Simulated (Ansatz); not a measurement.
**AlClHS radical: basis-set convergence**

An exercise on one series of results from a longer session: the logs are not shown, and one member is left open.

Program: Ansatz 0.2.0, Gaussian basis. Level of theory: one geometry, several basis sets. These are calculated values, not measurements.

Plan: PBE0-D4/def2-SVP; ωB97M-V/def2-SVP; PBE0-D4/def2-QZVPP; ωB97M-V/def2-QZVPP; the functionals' def2-TZVPP values are taken from earlier runs.

## The geometry

All runs share one geometry, relaxed beforehand with PBE0-D4 in a triple-zeta def2 set.

SMILES `[SH][Al][Cl]`, 4 atoms, charge 0, spin multiplicity 2.

Atoms are counted from 1 here; the program's logs count them from 0.

Bond lengths: S1–Al2 2.193 Å, S1–H4 1.345 Å, Al2–Cl3 2.107 Å. Angles: Al2–S1–H4 92.8°, S1–Al2–Cl3 115.5°.

Set-up of the first run:

File in.yaml:

```yaml
crystal:
  periodic: [false, false, false]
  atoms:
    - {symbol: S, position_ang: [0.439797, 0.984948, -0.744682]}
    - {symbol: Al, position_ang: [-0.394099, -0.525921, 0.609129]}
    - {symbol: Cl, position_ang: [0.226178, -2.507442, 0.250987]}
    - {symbol: H, position_ang: [-0.216377, 1.988115, -0.135634]}
basis:
  gaussian: {orbitals: def2-SVP}
magnetization: {spin_polarized: true, initial_magnetization: 1}
hamiltonian: {xc: pbe0, dispersion: d4}
output: {orbitals: {seedname: orbitals}}
```

Among the steps run: PBE0-D4 in def2-SVP; ωB97M-V in def2-SVP; PBE0-D4 in def2-QZVPP; ωB97M-V in def2-QZVPP.

One table of the session follows, with a row left open; its other results are not shown here.

It belongs to the step «Density functionals: the series». 

```
functional       basis  HOMO (eV)  LUMO (eV)
   PBE0-D4    def2-SVP      -6.29      -3.08
   PBE0-D4  def2-TZVPP      -6.35      -3.09
   PBE0-D4  def2-QZVPP          ?          ?
   ωB97M-V    def2-SVP      -7.90      -1.64
   ωB97M-V  def2-TZVPP      -7.98      -1.65
   ωB97M-V  def2-QZVPP      -8.04      -1.74
```

Q: Estimate the row for PBE0-D4, def2-QZVPP from the others.

The run gave: HOMO (eV): -6.38; LUMO (eV): -3.12. In the column «HOMO (eV)» it lies between ωB97M-V, def2-SVP (-7.90) and PBE0-D4, def2-TZVPP (-6.35).
